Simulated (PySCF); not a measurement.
Work out the structure from these simulated measurements.

Formula: C4H8FN.

| Item | Value |
| --- | --- |
| Polarisability | 56.0 au [CAM-B3LYP/def2-SVPD] |
| Dipole | 2.04 D [CAM-B3LYP/def2-SVPD] |
| UV, first state | lowest singlet excitation: 6.88 eV (180 nm, f = 0.010) [TDDFT CAM-B3LYP/def2-SVPD] |
| UV, strongest line | among the 8 lowest singlet transitions: S5 at 8.74 eV (142 nm, f = 0.052) [TDDFT CAM-B3LYP/def2-SVPD] |
| XPS | C1s 291.0, C1s 291.5, C1s 291.5, C1s 292.9, N1s 405.1, F1s 692.2 eV [ΔSCF SCAN, pcX-2 on the ionised atom, pcseg-1 elsewhere, spin-free X2C] |
| Rotational structure | rotational constants A, B, C: 7.185, 2.141, 1.801 GHz [GFN2-xTB] |

Gas-phase values; electronic properties from PySCF, density fitting. Levels stand in brackets. Isolated species at its GFN2-xTB geometry (one conformer only).

**Question.** What is the compound? Reason from the data.

**Answer.** Numbering: `[CH3:1][C@@H:2]1[NH:3][C@H:4]1[CH2:5][F:6]`. Its formula, C4H8FN, gives 1 degree of unsaturation: 1 ring and 0 π bonds in the structure found. The core levels belong to: C1s 291.0 eV, methyl carbon [C1]; C1s 291.5 eV, sp3 carbon bound to nitrogen [C4]; C1s 291.5 eV, sp3 carbon bound to nitrogen [C2]; C1s 292.9 eV, sp3 C–F carbon [C5]; N1s 405.1 eV, secondary amine nitrogen [N3]; F1s 692.2 eV, alkyl fluorine [F6]. The optimised geometry has point group C1 and is an asymmetric top. Structure: `N1[C@@H](C)[C@@H]1CF`. Computed isomers that give other values at the same levels: `FC[C@H]1CCN1` (rotational constant A: 8.928 GHz; this holds for the one conformer computed); `C/N=C(/C)CF` (core binding energies: C1s 290.6, C1s 291.5, C1s 291.8, C1s 293.3, N1s 404.2, F1s 692.7 eV); `[H]/N=C(\CC)CF` (rotational constant A: 3.867 GHz; this holds for the one conformer computed). The assignments are read from this structure; whether some other isomer fits the data as well wasn't checked. The mirror image fits equally.

Shape of the structure used: `[CH3:1][C@@H:2]1[NH:3][C@H:4]1[CH2:5][F:6]`: N3–C4–C5–F6 157°.
